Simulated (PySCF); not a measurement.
Structure problem from calculated spectra and properties.

Formula: H2NNa.

- 1H NMR: chemical shifts (computed TMS as zero) by class: -3.43 (2 H) ppm [GIAO PBE0/pcSseg-1]
- UV, strongest line: among the 10 lowest singlet transitions: S5 at 4.68 eV (265 nm, f = 0.136) [TDDFT CAM-B3LYP/def2-SVPD]
- NMR, other nuclei: isotropic shieldings of nuclei other than C and H, by class: 327 (1 N), 544 (1 Na) ppm [GIAO PBE0/pcSseg-1]
- UV, first state: lowest singlet excitation: 2.08 eV (596 nm, f = 0.031) [TDDFT CAM-B3LYP/def2-SVPD]
- Polarisability: 33.6 au [CAM-B3LYP/def2-SVPD]
- Rotational structure: rotational constants A, B, C: 360.245, 11.397, 11.099 GHz [PBE0-D3(BJ)/def2-SVP]
- Dipole: 6.51 D [CAM-B3LYP/def2-SVPD]
- Valence photoelectron: vertical ionisation energy: 6.52 eV [ΔSCF CAM-B3LYP/def2-SVPD]
- Triplet: lowest triplet excitation (Tamm–Dancoff): 1.88 eV [TDA CAM-B3LYP/def2-SVPD]
- XPS: N1s 400.8, Na1s 1078.7 eV [ΔSCF SCAN, pcX-2 on the ionised atom, pcseg-1 elsewhere, spin-free X2C]

The electronic properties come from PySCF, for the isolated species, density fitting. Levels stand in brackets. Isolated species at its PBE0-D3(BJ)/def2-SVP geometry, gas phase. NMR classes are plain means over equivalent atoms (diastereotopic ones count apart unless rotation or inversion swaps them), as if these changed places fast.

Task: Propose a structure and show how it fits.

Result: All hydrogens form one class (-3.43 ppm): N–H hydrogen. The other shieldings belong to: 327 ppm, nitrogen bonded to Na and 2 H; 544 ppm, sodium bonded to N. The core levels belong to: N1s 400.8 eV, nitrogen bonded to Na and 2 H; Na1s 1078.7 eV, sodium bonded to N. S1 is mainly HOMO→LUMO (weight 0.94); the largest Löwdin shares of the orbital it empties are 0.70 on the nitrogen bonded to Na and 2 H, 0.10 on each of 2 atoms of one kind (N–H hydrogen) and 0.09 on the sodium bonded to N, of the orbital it fills 0.96 on the sodium bonded to N. The optimised geometry has point group Cs and is an asymmetric top. Structure: sodium amide (`[NH2][Na]`).
